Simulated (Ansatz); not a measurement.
System: CH₃Cl (charge 0, singlet). 
Structure (B3LYP-D3(BJ)/def2-TZVP (Ansatz, a program for electronic structure) minimum search):
```
C
H 1 1.0858
H 1 1.0858 2 110.57
H 1 1.0858 2 110.57 3 -122.80
Cl 1 1.7944 2 108.35 3 118.60
```

Computed values are from Ansatz. Correlated levels leave the core frozen unless marked. Open shells are spin-unrestricted. No spin-orbit coupling. Non-relativistic. CBS marks a two-point X^-3 extrapolation of the correlation energy; Hartree-Fock from the larger set. [CCSD(T)-MP2]/basis is that difference in the basis named.

```
Item                                                                                                                                                          Value
-------------------------------------------  ----------------------------------------------------------------------------------------------------------------------
atomisation energy De                                                                                        394.9 kcal/mol at CCSD(T)/CBS(def2-TZVPPD,def2-QZVPPD)
vertical ionisation energy (to the doublet)                                   11.49 eV at RI-MP2/CBS(aug-cc-pV(T+d)Z,aug-cc-pV(Q+d)Z)+[CCSD(T)-MP2]/aug-cc-pV(T+d)Z
vertical triplet-singlet gap                                                   6.76 eV at RI-MP2/CBS(aug-cc-pV(T+d)Z,aug-cc-pV(Q+d)Z)+[CCSD(T)-MP2]/aug-cc-pV(T+d)Z
total energy                                                                                                   -499.6266 Eh at CCSD(T)/CBS(def2-TZVPPD,def2-QZVPPD)
dipole moment                                                                                                                     1.94 D at CCSD(T)/aug-cc-pV(D+d)Z
T1 diagnostic                                                                                                                             0.008 at CCSD/def2-QZVPPD
measured enthalpy of formation, 298 K        -19.7 kcal/mol (Active Thermochemical Tables 1.112 (ions: stationary electron), as tabulated in the package chemicals)
measured dipole moment                                                          1.87 D (NIST CCCBDB, as tabulated in the package chemicals; older table, unchecked)
measured ionisation energy, adiabatic                                                                        11.26 eV (CCCBDB table in ASE; older table, unchecked)
```
